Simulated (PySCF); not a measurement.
Potential energy of LiP along the bond

Set-up: PySCF, no relativity, basis sets Li STO-3G, P STO-3G. Energies in eV from Li + P in their ground configurations at the same level. State: ³Σ⁻ (triplet), unpaired electrons π ↑↑.

All columns are PBE0. A positive dipole means Li(−)P(+).

```
R (Å)  E (eV)  μ (D)  Mulliken charge on Li (basis-dependent)  HOMO (eV)  LUMO (eV)  Mayer bond order  ⟨S²⟩
1.903  -1.953  -1.17                                    -0.30      -2.75      -0.41              1.76  2.00
1.992  -2.253  -1.24                                    -0.30      -2.78      -0.19              1.73  2.00
2.080  -2.422  -1.32                                    -0.29      -2.78       0.01              1.69  2.00
2.147  -2.483  -1.36                                    -0.28      -2.77       0.16              1.66  2.01
2.213  -2.500  -1.40                                    -0.28      -2.76       0.25              1.62  2.01
2.279  -2.482  -1.43                                    -0.27      -2.74       0.24              1.57  2.02
2.368  -2.417  -1.43                                    -0.26      -2.70       0.24              1.50  2.03
2.479  -2.289  -1.33                                    -0.24      -2.67       0.25              1.40  2.06
2.611  -2.098  -1.03                                    -0.23      -2.65       0.16              1.26  2.14
2.788  -1.815  -0.51                                    -0.22      -2.65       0.09              1.07  2.26
```

A fit through these points gives, at Re = 2.209 Å, μ = -1.40 D and dμ/dR = -0.526 D/Å; the reduced mass is 5.72 u.

Q: How strong is the fundamental in the double-harmonic approximation, I = 42.26·(dμ/dR)²/μred km/mol?

A: I = 42.26·(-0.526)²/5.72 = 2.04 km/mol at PBE0.

⟨S²⟩ of the unrestricted solution departs from its pure value on part of the curve, where spin states mix. STO-3G is very small, so such numbers show the basis as much as the molecule. The state is the lowest determinant that a PBE0 search found; another state may lie lower at other levels.
